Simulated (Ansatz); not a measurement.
Results of r²SCAN in Ansatz (plane waves, PAW) for fcc Pt.

Settings: plane-wave cutoff 600 eV, 20×20×20 k mesh, Fermi–Dirac smearing 0.1 eV, finite displacements, scalar-relativistic PAW data made under PBE.

The cell has the measured lattice parameters. Conventional cell: a = 3.9236 Å, b = 3.9236 Å, c = 3.9236 Å, α = 90.00°, β = 90.00°, γ = 90.00°.

Harmonic phonon frequencies (cm⁻¹; i marks an imaginary mode):

```tsv
q point	frequencies
X	129 129 193
L	95 95 198
```

No imaginary mode appears at these points.

Note: the cell isn't this level's own, so it is under some stress, which shifts stiffness and frequencies.

Ansatz is a quantum-chemistry and plane-wave program.
